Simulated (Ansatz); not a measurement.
Abridged output of a molecular run in Ansatz:

```
Functional definition: HF
985 factors; integrals over basis functions are off by at most 1.2e-3 eV
mean field evaluation 1: about -17700.1072 eV, gradient 3.1e1 eV
mean field evaluation 2: about -17700.1153 eV, gradient 3.1e1 eV
mean field evaluation 4: about -17702.6134 eV, gradient 3.6e0 eV
mean field evaluation 8: about -17702.6521 eV, gradient 2.6e-4 eV
mean field -17702.65214650 eV, -650.5604670952 hartree, gradient 1.5e-6 eV, S^2 0.000000; 0 other end points of the search recorded, 0 dependent functions left out
9 core orbitals not correlated: weight in the atoms' cores, before any rotation towards them, 1.000 or more for the frozen orbitals, at most 0.000 for the correlated occupied ones
reference -17702.65214650 eV, -650.5604670952 hartree; 15, 15 occupied and 75, 75 virtual orbitals, 985 factors
second order -19.70245899 eV of doubles, -0.00000000 eV of singles
cycle   1  -20.36373615 eV  change   -6.6e-1 eV  update   9.5e-2
cycle   2  -20.84556621 eV  change   -4.8e-1 eV  update   2.9e-2
cycle   3  -20.96559568 eV  change   -1.2e-1 eV  update   1.5e-2
cycle   4  -20.96428786 eV  change    1.3e-3 eV  update   3.6e-3
cycle   5  -20.96389808 eV  change    3.9e-4 eV  update   1.4e-3
cycle   6  -20.96417741 eV  change   -2.8e-4 eV  update   3.8e-4
cycle   7  -20.96396639 eV  change    2.1e-4 eV  update   1.3e-4
cycle   8  -20.96394056 eV  change    2.6e-5 eV  update   4.0e-5
cycle   9  -20.96394315 eV  change   -2.6e-6 eV  update   1.8e-5
perturbative correction -0.62989190 eV, -0.0231481003 hartree
Total energy: -17724.24598154 eV, -651.3540258963 hartree
```

Its atoms:

```xyz
10

C     1.0987    0.7132   -0.4362
C     0.2479   -0.1741    0.0731
O     0.5929   -1.2513    0.8136
C    -1.2201   -0.1043   -0.1436
Cl   -2.0982    0.2564    1.3728
H     0.7336    1.5541   -1.0075
H     2.1699    0.6280   -0.2912
H     1.5417   -1.2392    0.9718
H    -1.4657    0.6794   -0.8548
H    -1.6006   -1.0622   -0.4981
```

Q: Which basis set was used?
A. def2-TZVPPD
B. def2-QZVPP
C. def2-SVPD
D. def2-SVP

A: D. It gives 99 functions.

Q: Write the keys of the input that set method, charge and spin (a neutral closed shell needs none for the last two).

A: 
```yaml
correlation: {method: ccsd_t}
```
